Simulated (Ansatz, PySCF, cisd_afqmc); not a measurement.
System: SiF4, charge 0, singlet. SiF4 (SMILES F[Si](F)(F)F).
B3LYP-D3(BJ)/def2-TZVP minimum from Ansatz (a first-principles code):
```
Si
F 1 1.5673
F 1 1.5673 2 109.47
F 1 1.5673 2 109.47 3 -120.00
F 1 1.5673 2 109.47 4 -120.00
```
Charge 0, spin multiplicity 1.

Atomisation energy term by term, kcal/mol (programs: Ansatz, cisd_afqmc). UHF or UKS for unpaired electrons; spin-orbit terms are left out. Cores are frozen in correlated methods. Rows without X2C or -DK are non-relativistic. The Monte Carlo rows (phaseless AFQMC, CISD trial, step 0.005/hartree) carry one-sigma bars that omit the constraint's bias. Outlying blocks are dropped, and bars are widened where a walk drifts. Over all cases where full CI ran beside it in this data, AFQMC minus full CI had a median of +0.1 mEh and passed +0.4 mEh in a tenth of the cases. CBS(X,Y): correlation extrapolated as X^-3, Hartree-Fock from the larger set (Q,5: extrapolated as (X+1)exp(-9√X)). A bracket is a step between two methods taken in the basis named. '+ core + X2C': CCSD(T) terms for core correlation (cc-pwCVTZ, 1s frozen past Ne) and scalar relativity (cc-pVTZ-DK).

```tsv
term	basis	kcal/mol
Hartree-Fock	CBS(cc-pV(Q+d)Z,cc-pV(5+d)Z)	432.29
CCSD correlation	CBS(cc-pV(Q+d)Z,cc-pV(5+d)Z)	134.66
(T)	CBS(cc-pV(Q+d)Z,cc-pV(5+d)Z)	10.49
CCSDT(Q) - CCSD(T)	cc-pV(D+d)Z	0.74
core correlation	cc-pwCVTZ	0.14
scalar relativity	X2C, cc-pVTZ-DK	-1.85
minus zero-point energy	Hessian by PySCF at B3LYP-D3(BJ)/def2-TZVP	-7.85
sum: D0		568.6
```

The step beyond CCSD(T) by other levels: AFQMC/CISD in cc-pV(T+d)Z 0.41 ± 0.27 kcal/mol.
